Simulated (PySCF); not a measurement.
A species of formula C6H8 has this rotational fingerprint, computed with wB97X-D/def2-SVPD in PySCF (dipole) on a GFN2-xTB geometry, gas phase:

| Quantity | Value |
| --- | --- |
| Rotational constants | A = 11396, B = 1905, C = 1665 MHz |
| Dipole components | \|μa\| = 2.15 D, \|μb\| = 0.50 D, \|μc\| = 0.00 D |
| Inertial defect | -6.25 u·Å² |
| κ | -0.95 |

**Question.** Which structure is it? (One computed conformer of each.)
A. `C1=C[C@@H]2C[C@@H]2C1`
B. `C1(C)=CC/1=C\C`

**Answer.** B. It is C/C=C1C=C\1C, a near-prolate asymmetric top, point group Cs. The candidates at the same level (rigid rotor, commonest isotopes):

| SMILES | A (MHz) | B (MHz) | C (MHz) | μa (D) | μb (D) | μc (D) | Δ (u·Å²) | point group | rotor |
| --- | --- | --- | --- | --- | --- | --- | --- | --- | --- |
| C/C=C1C=C\1C | 11396 | 1905 | 1665 | 2.15 | 0.50 | 0.00 | -6.25 | Cs | near-prolate asymmetric top |
| C1=C[C@@H]2C[C@@H]2C1 | 6391 | 4607 | 3268 | 0.19 | 0.21 | 0.12 | -34.12 | – | asymmetric top |

`C1=C[C@@H]2C[C@@H]2C1` has B 142 % too high. In the right answer the mirror of this Cs structure is the ab plane, so μc vanishes by symmetry. No structure here is proved a minimum.
